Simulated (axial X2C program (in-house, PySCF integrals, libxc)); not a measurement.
**Worked dissociation energy of LiAl: B97-3, spin-free**

All values were computed with an in-house relativistic program for diatomic molecules. Spin-free means the one-electron spin-free X2C Hamiltonian. Basis: Al dyall-v3z [8s8p2d1f], Li dyall-cv3z [7s8p2d] (cores contracted in-house); Gaussian nuclei, density fitting, unrestricted open shells. Masses: Al 26.982 u, Li 7.016 u.

Molecular state: M_S = 1, Λ = 1 (beyond evenly filled blocks: σα, π+α).

- E(Al) (2M_S = 1, M_L = 0): -242.784166 hartree
- E(Li) (2M_S = 1, M_L = 0): -7.487773 hartree
- E(LiAl) at Re: -250.298915 hartree
- ωe: 343.3 cm⁻¹
- ωexe: 3.19 cm⁻¹

Work out De and D0.

De = -242.784166 + (-7.487773) − (-250.298915) = 0.02698 hartree = 0.734 eV. The zero-point energy is ωe/2 − ωexe/4 = 171 cm⁻¹ = 0.021 eV, so D0 = 0.713 eV.

Dissociation energies refer to the lowest single-determinant-based atoms at the same level and basis. The functionals have no current-density term, which raises determinants with orbital currents, atoms included. The atomic limit has a lower orbital projection than the molecule and lies lower at mean-field level, so De may be about a tenth of an eV too small. The state is one determinant with fixed occupations, lowest in a PBE0 search at one distance only: followed along the bond, the 2c determinant Ω = 0 reaches 0.06 eV lower at PBE0, at Re = 2.892 Å, so the state shown is not the lowest.

Each atomic determinant is the lowest at this level and need not be a pure term. Totals compare only within one Hamiltonian and basis.
